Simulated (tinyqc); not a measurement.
Inside a calculation (part 2 of 2). Method: CCSD on RHF in the sto-6g basis, for H3O+, spin multiplicity 1. Computed by tinyqc, a small Python program that keeps every step (integrals from PySCF). Command: `OMP_NUM_THREADS=1 python tinyqc.py 30319 30320 out.jsonl` (the two numbers bound the seeds that draw the settings). One thread of a shared host (Intel(R) Xeon(R) Processor @ 2.60GHz), about 0.5 s of CPU time with the checks.

Geometry (angstrom):
```
atom,x,y,z
O,0.000000,0.000000,0.046000
H,1.088000,0.000000,0.000000
H,-0.544000,0.942000,0.000000
H,-0.544000,-0.942000,0.000000
```

## Integrals over molecular orbitals

coefficients C:
```
,MO1,MO2,MO3,MO4,MO5,MO6,MO7,MO8
1O 1s,0.996736,-0.230148,0.000000,-0.000026,-0.008169,-0.142746,-0.000081,0.000000
1O 2s,0.015143,0.896342,0.000000,0.000144,0.043179,0.929402,0.000595,0.000000
1O 2px,-0.000001,-0.000060,0.000000,0.695814,-0.000013,0.000334,-0.881763,0.000000
1O 2py,0.000000,0.000000,0.695815,0.000000,0.000000,0.000000,0.000000,0.881795
1O 2pz,-0.000258,-0.013940,0.000000,0.000012,0.998696,-0.056508,-0.000034,0.000000
2H 1s,-0.002542,0.097601,0.000000,0.413133,-0.016523,-0.633578,0.900717,0.000000
3H 1s,-0.002544,0.097644,0.357794,-0.206569,-0.016513,-0.632962,-0.450878,-0.780420
4H 1s,-0.002544,0.097644,-0.357794,-0.206569,-0.016513,-0.632962,-0.450878,0.780420
```

core Hamiltonian H = T + V (hartree):
```
,1O 1s,1O 2s,1O 2px,1O 2py,1O 2pz,2H 1s,3H 1s,4H 1s
1O 1s,-33.389126,-7.384317,0.000007,0.000000,0.001609,-1.315982,-1.316602,-1.316602
1O 2s,-7.384317,-9.607064,0.000076,0.000000,0.018553,-3.109122,-3.110221,-3.110221
1O 2px,0.000007,0.000076,-7.964041,0.000000,-0.000003,-2.275552,1.138327,1.138327
1O 2py,0.000000,0.000000,0.000000,-7.964049,0.000000,0.000000,-1.971112,1.971112
1O 2pz,0.001609,0.018553,-0.000003,0.000000,-7.825798,0.100654,0.100700,0.100700
2H 1s,-1.315982,-3.109122,-2.275552,0.000000,0.100654,-4.835911,-0.929662,-0.929662
3H 1s,-1.316602,-3.110221,1.138327,-1.971112,0.100700,-0.929662,-4.836606,-0.930180
4H 1s,-1.316602,-3.110221,1.138327,1.971112,0.100700,-0.929662,-0.930180,-4.836606
```

Given earlier and not repeated: Two-electron integrals (ij|kl) in chemists' order.

(pq|rs) = sum C_ip C_jq C_kr C_ls (ij|kl), one index at a time.

one-electron integrals over orbitals h = C^T H C (hartree):
```
,1,2,3,4,5,6,7,8
1,-33.376006,0.583226,0.000000,0.000068,0.019264,0.360705,0.000205,0.000000
2,0.583226,-8.090167,0.000000,-0.000052,-0.033129,-1.412572,-0.000910,0.000000
3,0.000000,0.000000,-6.818938,0.000000,0.000000,0.000000,0.000000,-1.807928
4,0.000068,-0.000052,0.000000,-6.818774,-0.000021,-0.001020,1.808065,0.000000
5,0.019264,-0.033129,0.000000,-0.000021,-7.821968,0.103448,0.000019,0.000000
6,0.360705,-1.412572,0.000000,-0.001020,0.103448,-4.811723,0.000152,0.000000
7,0.000205,-0.000910,0.000000,1.808065,0.000019,0.000152,-5.525077,0.000000
8,0.000000,0.000000,-1.807928,0.000000,0.000000,0.000000,0.000000,-5.525162
```

Two-electron integrals over orbitals (pq|rs), unique and non-zero (hartree):
```
p,q,r,s,(pq|rs)
1,1,1,1,4.762453
2,1,1,1,-0.443483
2,1,2,1,0.066433
2,2,1,1,1.041902
2,2,2,1,-0.017474
2,2,2,2,0.721091
3,1,3,1,0.013926
3,2,3,1,0.020481
3,2,3,2,0.134186
3,3,1,1,0.843270
3,3,2,1,-0.006154
3,3,2,2,0.643719
3,3,3,3,0.642977
4,1,1,1,-0.000052
4,1,2,1,0.000007
4,1,2,2,-0.000006
4,1,3,3,-0.002239
4,1,4,1,0.013926
4,2,1,1,0.000025
4,2,2,1,-3.42e-06
4,2,2,2,-0.000019
4,2,3,3,-0.033914
4,2,4,1,0.020480
4,2,4,2,0.134172
4,3,3,1,-0.002236
4,3,3,2,-0.033911
4,3,4,3,0.041510
4,4,1,1,0.843247
4,4,2,1,-0.006154
4,4,2,2,0.643690
4,4,3,3,0.559934
4,4,4,1,0.002240
4,4,4,2,0.033934
4,4,4,4,0.642957
5,1,1,1,-0.015955
5,1,2,1,0.002021
5,1,2,2,-0.001715
5,1,3,3,-0.000463
5,1,4,1,3.67e-07
5,1,4,2,1.02e-08
5,1,4,4,-0.000463
5,1,5,1,0.026710
5,2,1,1,0.009891
5,2,2,1,-0.000995
5,2,2,2,-0.001476
5,2,3,3,0.000961
5,2,4,1,-6.93e-09
5,2,4,2,1.90e-07
5,2,4,4,0.000961
5,2,5,1,0.033464
5,2,5,2,0.153727
5,3,3,1,0.000461
5,3,3,2,0.000168
5,3,4,3,0.001014
5,3,5,3,0.031738
5,4,1,1,4.78e-06
5,4,2,1,-2.15e-07
5,4,2,2,1.68e-06
5,4,3,3,0.001016
5,4,4,1,0.000461
5,4,4,2,0.000167
5,4,4,4,-0.001013
5,4,5,1,3.74e-06
5,4,5,2,0.000013
5,4,5,4,0.031736
5,5,1,1,1.116359
5,5,2,1,-0.011614
5,5,2,2,0.760274
5,5,3,3,0.646608
5,5,4,1,-1.31e-06
5,5,4,2,0.000012
5,5,4,4,0.646591
5,5,5,1,0.001899
5,5,5,2,0.013336
5,5,5,4,3.96e-06
5,5,5,5,0.880193
6,1,1,1,-0.289171
6,1,2,1,0.043840
6,1,2,2,-0.011256
6,1,3,3,-0.003924
6,1,4,1,0.000011
6,1,4,2,0.000008
6,1,4,4,-0.003922
6,1,5,1,0.000176
6,1,5,2,-0.002051
6,1,5,4,-5.69e-08
6,1,5,5,-0.007032
6,1,6,1,0.029000
6,2,1,1,0.328890
6,2,2,1,-0.011571
6,2,2,2,0.135561
6,2,3,3,0.091967
6,2,4,1,4.87e-06
6,2,4,2,0.000034
6,2,4,4,0.091958
6,2,5,1,-0.002056
6,2,5,2,-0.004197
6,2,5,4,1.43e-06
6,2,5,5,0.167462
6,2,6,1,-0.007283
6,2,6,2,0.068707
6,3,3,1,0.006155
6,3,3,2,-0.014725
6,3,4,3,0.029045
6,3,5,3,0.001377
6,3,6,3,0.059376
6,4,1,1,0.000208
6,4,2,1,-4.66e-06
6,4,2,2,0.000104
6,4,3,3,0.029126
6,4,4,1,0.006153
6,4,4,2,-0.014762
6,4,4,4,-0.028978
6,4,5,1,-1.07e-07
6,4,5,2,2.49e-06
6,4,5,4,0.001379
6,4,5,5,0.000115
6,4,6,1,1.01e-07
6,4,6,2,0.000058
6,4,6,4,0.059443
6,5,1,1,-0.020705
6,5,2,1,-0.000109
6,5,2,2,-0.012599
6,5,3,3,-0.006909
6,5,4,1,4.35e-07
6,5,4,2,2.59e-06
6,5,4,4,-0.006906
6,5,5,1,0.018530
6,5,5,2,0.069190
6,5,5,4,0.000018
6,5,5,5,-0.010475
6,5,6,1,-0.000880
6,5,6,2,-0.008486
6,5,6,4,-0.000005
6,5,6,5,0.036325
6,6,1,1,0.607679
6,6,2,1,-0.007774
6,6,2,2,0.484170
6,6,3,3,0.475505
6,6,4,1,0.000009
6,6,4,2,0.000089
6,6,4,4,0.475595
6,6,5,1,-0.002380
6,6,5,2,-0.008605
6,6,5,4,-3.39e-06
6,6,5,5,0.484697
6,6,6,1,-0.004837
6,6,6,2,0.030529
6,6,6,4,-0.000043
6,6,6,5,-0.005912
6,6,6,6,0.441358
7,1,1,1,-0.000167
7,1,2,1,0.000027
7,1,2,2,-2.22e-06
7,1,3,3,0.002192
7,1,4,1,-0.015851
7,1,4,2,-0.022190
7,1,4,4,-0.002200
7,1,5,1,4.00e-07
7,1,5,2,-7.53e-07
7,1,5,4,-0.000528
7,1,5,5,-3.90e-06
7,1,6,1,0.000010
7,1,6,2,-0.000011
7,1,6,4,-0.006748
7,1,6,5,-7.12e-07
7,1,6,6,-0.000014
7,1,7,1,0.018067
7,2,1,1,0.000212
7,2,2,1,-0.000006
7,2,2,2,0.000096
7,2,3,3,-0.008970
7,2,4,1,-0.015339
7,2,4,2,-0.056441
7,2,4,4,0.009077
7,2,5,1,-8.28e-07
7,2,5,2,-4.41e-07
7,2,5,4,-0.002390
7,2,5,5,0.000105
7,2,6,1,-0.000011
7,2,6,2,0.000021
7,2,6,4,-0.035744
7,2,6,5,-4.74e-06
7,2,6,6,0.000018
7,2,7,1,0.016762
7,2,7,2,0.056086
7,3,3,1,-0.002441
7,3,3,2,-0.036171
7,3,4,3,0.005889
7,3,5,3,0.001091
7,3,6,3,0.028898
7,3,7,3,0.033566
7,4,1,1,-0.376626
7,4,2,1,0.006807
7,4,2,2,-0.177420
7,4,3,3,-0.133734
7,4,4,1,0.002447
7,4,4,2,0.036140
7,4,4,4,-0.121996
7,4,5,1,-0.000061
7,4,5,2,-0.005134
7,4,5,4,-0.001092
7,4,5,5,-0.200136
7,4,6,1,0.004236
7,4,6,2,-0.085649
7,4,6,4,-0.028943
7,4,6,5,0.005498
7,4,6,6,-0.033859
7,4,7,1,-0.002845
7,4,7,2,-0.000313
7,4,7,4,0.150236
7,5,1,1,-4.02e-06
7,5,2,1,-1.13e-07
7,5,2,2,-2.18e-06
7,5,3,3,0.001891
7,5,4,1,-0.000802
7,5,4,2,-0.005229
7,5,4,4,-0.001894
7,5,5,1,0.000010
7,5,5,2,0.000040
7,5,5,4,-0.023359
7,5,5,5,-7.08e-07
7,5,6,1,-9.31e-07
7,5,6,2,-3.84e-06
7,5,6,4,0.002676
7,5,6,5,0.000011
7,5,6,6,-0.000007
7,5,7,1,0.000898
7,5,7,2,0.001620
7,5,7,4,-0.002073
7,5,7,5,0.020678
7,6,1,1,-0.000028
7,6,2,1,-3.08e-07
7,6,2,2,2.76e-06
7,6,3,3,0.046229
7,6,4,1,-0.012350
7,6,4,2,-0.098690
7,6,4,4,-0.046267
7,6,5,1,-9.52e-07
7,6,5,2,-3.45e-06
7,6,5,4,0.002653
7,6,5,5,-0.000014
7,6,6,1,-0.000006
7,6,6,2,-0.000016
7,6,6,4,0.059422
7,6,6,5,-4.84e-06
7,6,6,6,-0.000133
7,6,7,1,0.013620
7,6,7,2,0.008602
7,6,7,4,-0.051750
7,6,7,5,0.004751
7,6,7,6,0.128708
7,7,1,1,0.776856
7,7,2,1,-0.007697
7,7,2,2,0.569878
7,7,3,3,0.505739
7,7,4,1,0.000551
7,7,4,2,0.029810
7,7,4,4,0.581476
7,7,5,1,-0.000323
7,7,5,2,0.000837
7,7,5,4,-0.001752
7,7,5,5,0.572625
7,7,6,1,-0.004706
7,7,6,2,0.068080
7,7,6,4,-0.044951
7,7,6,5,-0.004332
7,7,6,6,0.464898
7,7,7,1,-0.000511
7,7,7,2,0.018631
7,7,7,4,-0.070942
7,7,7,5,-0.002257
7,7,7,6,-0.063064
7,7,7,7,0.565715
8,1,3,1,0.015852
8,1,3,2,0.022191
8,1,4,3,-0.002192
8,1,5,3,0.000528
8,1,6,3,0.006751
8,1,7,3,-0.002843
8,1,8,1,0.018068
8,2,3,1,0.015339
8,2,3,2,0.056429
8,2,4,3,0.009042
8,2,5,3,0.002390
8,2,6,3,0.035751
8,2,7,3,-0.000223
8,2,8,1,0.016761
8,2,8,2,0.056086
8,3,1,1,0.376612
8,3,2,1,-0.006808
8,3,2,2,0.177391
8,3,3,3,0.121976
8,3,4,1,0.002445
8,3,4,2,0.036181
8,3,4,4,0.133732
8,3,5,1,0.000061
8,3,5,2,0.005134
8,3,5,4,-0.001089
8,3,5,5,0.200121
8,3,6,1,-0.004234
8,3,6,2,0.085652
8,3,6,4,-0.028842
8,3,6,5,-0.005495
8,3,6,6,0.033955
8,3,7,1,-0.002850
8,3,7,2,-0.000196
8,3,7,4,-0.084848
8,3,7,5,-0.002076
8,3,7,6,-0.051813
8,3,7,7,0.106253
8,3,8,3,0.150264
8,4,3,1,0.002447
8,4,3,2,0.036180
8,4,4,3,-0.005879
8,4,5,3,-0.001090
8,4,6,3,-0.028870
8,4,7,3,-0.031904
8,4,8,1,0.002849
8,4,8,2,0.000249
8,4,8,4,0.033545
8,5,3,1,0.000802
8,5,3,2,0.005229
8,5,4,3,-0.001891
8,5,5,3,0.023359
8,5,6,3,-0.002673
8,5,7,3,-0.002075
8,5,8,1,0.000898
8,5,8,2,0.001619
8,5,8,4,0.002075
8,5,8,5,0.020678
8,6,3,1,0.012349
8,6,3,2,0.098665
8,6,4,3,-0.046197
8,6,5,3,-0.002649
8,6,6,3,-0.059314
8,6,7,3,-0.051799
8,6,8,1,0.013619
8,6,8,2,0.008607
8,6,8,4,0.051782
8,6,8,5,0.004747
8,6,8,6,0.128569
8,7,3,1,0.000572
8,7,3,2,0.029963
8,7,4,3,-0.037937
8,7,5,3,-0.001755
8,7,6,3,-0.045061
8,7,7,3,-0.017765
8,7,8,1,0.000530
8,7,8,2,-0.018576
8,7,8,4,0.017746
8,7,8,5,0.002262
8,7,8,6,0.063186
8,7,8,7,0.049000
8,8,1,1,0.776878
8,8,2,1,-0.007697
8,8,2,2,0.569906
8,8,3,3,0.581542
8,8,4,1,-0.000566
8,8,4,2,-0.029910
8,8,4,4,0.505698
8,8,5,1,-0.000323
8,8,5,2,0.000837
8,8,5,4,0.001756
8,8,5,5,0.572641
8,8,6,1,-0.004707
8,8,6,2,0.068093
8,8,6,4,0.045109
8,8,6,5,-0.004336
8,8,6,6,0.464774
8,8,7,1,0.000520
8,8,7,2,-0.018531
8,8,7,4,-0.106296
8,8,7,5,0.002260
8,8,7,6,0.063166
8,8,7,7,0.468019
8,8,8,3,0.070864
8,8,8,8,0.565856
```

## CCSD: starting amplitudes

orbital energies (hartree): MO1 -21.044992, MO2 -1.678425, MO3 -1.010258, MO4 -1.010236, MO5 -0.846024, MO6 -0.009284, MO7 0.209438, MO8 0.209531

t_ij^ab = <ij||ab> / (e_i + e_j - e_a - e_b), whose energy is MP2.

Starting amplitudes (spin orbitals 1a, 1b, ...; amplitudes related by a flip of all spins are not repeated; the 24 largest):
```
from,to,t
3a 3b,8a 8b,-0.061594
4a 4b,7a 7b,-0.061589
3a 4b,7b 8a,-0.034781
4a 4b,6a 6b,-0.029693
3a 3b,6a 6b,-0.029659
2a 4b,6a 7b,0.029648
2a 3b,6a 8b,-0.029648
5a 5b,6a 6b,-0.021706
3a 4a,7a 8a,-0.021703
2a 2b,6a 6b,-0.020581
2a 4a,6a 7a,0.017275
2a 3a,6a 8a,-0.017273
2a 2b,7a 7b,-0.014854
2a 2b,8a 8b,-0.014854
3a 3b,7a 7b,-0.013760
4a 4b,8a 8b,-0.013751
3a 4b,7a 8b,0.013078
4a 4b,6a 7b,0.013034
3a 3b,6a 7b,-0.013013
3a 4b,6a 8b,0.013000
3a 4b,6b 8a,-0.012988
2a 3b,6b 8a,0.012375
2a 4b,6b 7a,-0.012373
5a 5b,7a 7b,-0.009796
```

correlation energy = -0.05493688 hartree

## CCSD: amplitude update 1

t_i^a D_i^a and t_ij^ab D_ij^ab are set to the remaining terms of the spin-orbital equations, evaluated with the old amplitudes; for the doubles these are <ij||ab> + 1/2 <ab||ef> t_ij^ef + 1/2 <mn||ij> t_mn^ab + P(ij)P(ab) <mb||ej> t_im^ae + terms in t^2 + terms with t1, D the orbital-energy denominators.

Amplitudes after update 1 (spin orbitals 1a, 1b, ...; amplitudes related by a flip of all spins are not repeated; the 24 largest):
```
from,to,t
3a 3b,8a 8b,-0.076372
4a 4b,7a 7b,-0.076363
3a 4b,7b 8a,-0.040279
4a 4b,6a 6b,-0.038411
3a 3b,6a 6b,-0.038365
2a 4b,6a 7b,0.035555
2a 3b,6a 8b,-0.035554
5a 5b,6a 6b,-0.024071
3a 4a,7a 8a,-0.020272
2a 2b,6a 6b,-0.020237
3a 4b,7a 8b,0.020006
2a 3b,6b 8a,0.018403
2a 4b,6b 7a,-0.018402
4a 4b,6a 7b,0.017907
3a 3b,6a 7b,-0.017883
3a 4b,6a 8b,0.017863
3a 4b,6b 8a,-0.017852
2a 4a,6a 7a,0.017153
2a 3a,6a 8a,-0.017151
2a 2b,7a 7b,-0.016530
2a 2b,8a 8b,-0.016529
3a 3b,7a 7b,-0.016121
4a 4b,8a 8b,-0.016108
5a 5b,7a 7b,-0.009676
```

correlation energy = -0.06596358 hartree

## CCSD: amplitude update 2

As before.

Amplitudes after update 2 (spin orbitals 1a, 1b, ...; amplitudes related by a flip of all spins are not repeated; the 24 largest):
```
from,to,t
3a 3b,8a 8b,-0.081428
4a 4b,7a 7b,-0.081419
4a 4b,6a 6b,-0.041875
3a 3b,6a 6b,-0.041824
3a 4b,7b 8a,-0.041579
2a 4b,6a 7b,0.037311
2a 3b,6a 8b,-0.037309
5a 5b,6a 6b,-0.025038
3a 4b,7a 8b,0.023312
2a 3b,6b 8a,0.020866
2a 4b,6b 7a,-0.020866
2a 2b,6a 6b,-0.020591
4a 4b,6a 7b,0.019643
3a 3b,6a 7b,-0.019618
3a 4b,6a 8b,0.019595
3a 4b,6b 8a,-0.019585
3a 4a,7a 8a,-0.018267
2a 2b,7a 7b,-0.017087
2a 2b,8a 8b,-0.017086
3a 3b,7a 7b,-0.016573
4a 4b,8a 8b,-0.016559
2a 4a,6a 7a,0.016445
2a 3a,6a 8a,-0.016443
4a,7a,0.011273
```

correlation energy = -0.06942411 hartree

## CCSD: convergence

E_corr = 1/4 sum <ij||ab> t_ij^ab + 1/2 sum <ij||ab> t_i^a t_j^b; stop when the norm of the change is below 1e-8.

Course of the amplitude iterations:
```
update,correlation energy (hartree),norm of the change
0,-0.05493688,-
1,-0.06596358,7.40e-02
2,-0.06942411,2.74e-02
3,-0.07139916,1.09e-02
4,-0.07138681,1.20e-03
5,-0.07139619,3.97e-04
6,-0.07139632,1.09e-04
7,-0.07139546,4.95e-05
8,-0.07139556,4.59e-06
9,-0.07139559,1.00e-06
10,-0.07139559,2.54e-07
11,-0.07139558,7.97e-08
12,-0.07139558,3.14e-08
13,-0.07139558,1.40e-08
14,-0.07139558,3.53e-09
```

Converged amplitudes (spin orbitals 1a, 1b, ...; amplitudes related by a flip of all spins are not repeated; the 24 largest):
```
from,to,t
3a 3b,8a 8b,-0.084731
4a 4b,7a 7b,-0.084722
4a 4b,6a 6b,-0.043785
3a 3b,6a 6b,-0.043732
3a 4b,7b 8a,-0.042296
2a 4b,6a 7b,0.038279
2a 3b,6a 8b,-0.038277
3a 4b,7a 8b,0.026062
5a 5b,6a 6b,-0.025646
2a 4b,6b 7a,-0.022592
2a 3b,6b 8a,0.022592
2a 2b,6a 6b,-0.021160
4a 4b,6a 7b,0.020450
3a 3b,6a 7b,-0.020423
3a 4b,6a 8b,0.020397
3a 4b,6b 8a,-0.020388
2a 2b,7a 7b,-0.017357
2a 2b,8a 8b,-0.017356
3a 3b,7a 7b,-0.016410
4a 4b,8a 8b,-0.016395
3a 4a,7a 8a,-0.016235
2a 4a,6a 7a,0.015687
2a 3a,6a 8a,-0.015685
4a,7a,0.012393
```

CCSD total energy = -76.08058543 hartree

T1 diagnostic, norm of the one-spin t1 over sqrt(correlated electrons) = 0.006901

Converged in 14 updates, with DIIS from the third.
